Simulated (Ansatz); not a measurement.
C$_{2}$H$_{4}$O$_{2}$, charge +1, doublet, at a GFN2-xTB geometry (a state made from the parent by changing its charge; the spin is typed, not shown lowest); Ansatz (a first-principles code) with B3LYP/def2-SV(P).

The Ansatz input:
Ansatz 0.2 input:
```yaml
crystal:
  periodic: [false, false, false]
  atoms:
    - {symbol: C, position_ang: [-1.42721550, -0.34477446, -0.06284575]}
    - {symbol: O, position_ang: [-0.10832509, -0.80332889, 0.05979256]}
    - {symbol: C, position_ang: [0.88366296, 0.03530489, -0.04001311]}
    - {symbol: O, position_ang: [0.96130834, 1.20784457, 0.09580546]}
    - {symbol: H, position_ang: [-1.80525534, -0.41698392, -1.09967017]}
    - {symbol: H, position_ang: [-2.03450360, -1.08161068, 0.49162085]}
    - {symbol: H, position_ang: [-1.53507051, 0.69186288, 0.28101196]}
    - {symbol: H, position_ang: [1.81227857, -0.57257630, -0.30059372]}
basis:
  gaussian:
    orbitals: def2-SV_P_.json
hamiltonian:
  xc: b3lyp
total_charge: 1
magnetization: {spin_polarized: true, initial_magnetization: 1}
```
The basis file holds def2-SV(P) in the JSON format of the Basis Set Exchange.

The log (banner, timings and long lists left out):

```
Functional definition: B3LYP
677 factors; integrals over basis functions are off by at most 1.1e-3 eV
mean field evaluation 1: about -6208.6351 eV, gradient 4.6e1 eV
mean field evaluation 2: about -6201.5010 eV, gradient 6.4e1 eV
mean field evaluation 4: about -6216.5302 eV, gradient 1.1e1 eV
mean field evaluation 8: about -6217.2167 eV, gradient 9.6e-1 eV
mean field evaluation 16: about -6217.2236 eV, gradient 6.9e-3 eV
mean field evaluation 32: about -6216.4683 eV, gradient 9.9e0 eV
mean field -6217.22360582 eV, -228.4787533284 hartree, gradient 1.5e-5 eV, S^2 0.757705; 2 other end points of the search recorded, 0 dependent functions left out
reference -6217.22377968 eV, -228.4787597174 hartree; 16, 15 occupied and 48, 49 virtual orbitals, 677 factors
Total energy: -6217.22377968 eV, -228.4787597174 hartree
```
